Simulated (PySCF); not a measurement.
Stepwise substitution at one centre (B F-SiH3). Gas-phase values, no solvent. Strings in code marks are SMILES.

Calculation: PBE-D3(BJ)/def2-TZVP // B3LYP-D3(BJ)/def2-TZVP (PySCF 2.14.0). All candidates: neutral, multiplicity 1. Excitations are Tamm–Dancoff values on a coarser integration grid. The basis has no diffuse functions, so Rydberg states are missing or too high.

The HOMO is -6.84 eV, the dipole moment is 0.06 D and the S1 excitation (TDA) comes out as 3.05 eV.

Task: Identify which member has these values.
(A) `FB(F)F`
(B) `FB(F)[SiH3]`
(C) `FB([SiH3])[SiH3]`
(D) `[SiH3]B([SiH3])[SiH3]`

Result: D, `[SiH3]B([SiH3])[SiH3]`. The others give `FB([SiH3])[SiH3]`: -6.30 eV, 0.20 D, 3.45 eV; `FB(F)F`: -10.00 eV, 0.00 D, 9.70 eV; `FB(F)[SiH3]`: -7.76 eV, 0.84 D, 6.30 eV
